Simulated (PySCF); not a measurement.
# Unknown compound

The spectra below were simulated for a compound C3H10NP.

¹H NMR (600 MHz, computed): δ 1.19 (m, 9H), -0.32 (br s, 1H).

¹³C{¹H} NMR (computed): δ 21.5 (CH3, 3C).

PySCF 2.14.0 with density-fitted response routines calculation with GIAO PBE0/pcSseg-2 shieldings and PBE0-D3(BJ)/def2-TZVP structure; one conformer, no relativistic terms, in vacuum, rapidly exchanging positions averaged.

Referencing at the same level of theory: TMS for ¹H (σref 31.52) and ¹³C (σref 186.03).

Question: Deduce the structure.

Answer: 
1. 1 carbon signal for 3 carbons: some carbons are equivalent by symmetry or fast rotation.
2. Carbon types of the structure: 3 × CH3, leaving 1 H on heteroatoms.
3. δC 21.5: methyl carbon bonded to P.
4. δH 1.19: hydrogen on a methyl carbon bonded to P.
5. δH -0.32: hydrogen on a nitrogen bonded to P; exchangeable, gas-phase position.

The compound is `CP(C)(C)=N`.

The data come from this structure; uniqueness wasn't tested.

OH and NH positions are those of a molecule without intermolecular hydrogen bonds; in solution they move with solvent, concentration and temperature, and exchange usually removes their couplings. Splittings by ³¹P in the carbon and heteronuclear signals aren't shown, as no couplings were computed. Shifts are as computed. Against solution values, carbons near 30 ppm lie about +3 ppm off and those near 130 ppm about +9 ppm. Of 1211 compounds with measured shifts, 218 miss one by over three times the rms of a fit or turn the order of signals round; such compounds aren't used in these exercises.
